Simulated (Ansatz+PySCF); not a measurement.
**singlet NaCl: levels of theory in one basis**

```xyz
2

Na    0.0000    0.0000   -2.1296
Cl    0.0000    0.0000    1.3780
```

Basis set: cc-pVDZ (spherical functions). Left uncorrelated: 6 orbitals. Charge 0, multiplicity 1.

Computed with Ansatz (development build ahead of 0.2.0); each method stands on the lowest determinant of its kind that the runs found. NEVPT2 correlates all electrons. Active spaces start from the frontier orbitals, and the lowest solution found is given.

```tsv
method	E − E(RHF) (eV)	<S²> of the determinant
RHF	0.00	0.00
RHF-MP2	-3.85	–
RHF-CCSD	-4.17	–
RHF-CCSD(T)	-4.23	–
CASSCF(2,2)	-0.23	–
SC-NEVPT2(2,2)	-3.98	–
SC-NEVPT2(6,6)	-3.86	–
```

What does CASSCF(6,6) give on the same scale?

-1.14 eV.

Is a single determinant a sound starting point here?

Only with care. Unrestricted orbitals gain 0.00 eV and <S²> is 0.00 against 0.00 for a pure state, but bonds are stretched. The CASSCF(2,2) natural occupations are 1.99, 0.01.

Caution for RHF-MP2, RHF-CCSD, RHF-CCSD(T): bonds are stretched, where a single reference can fail. Caution for CASSCF(2,2): other starts end on other solutions of this active space.
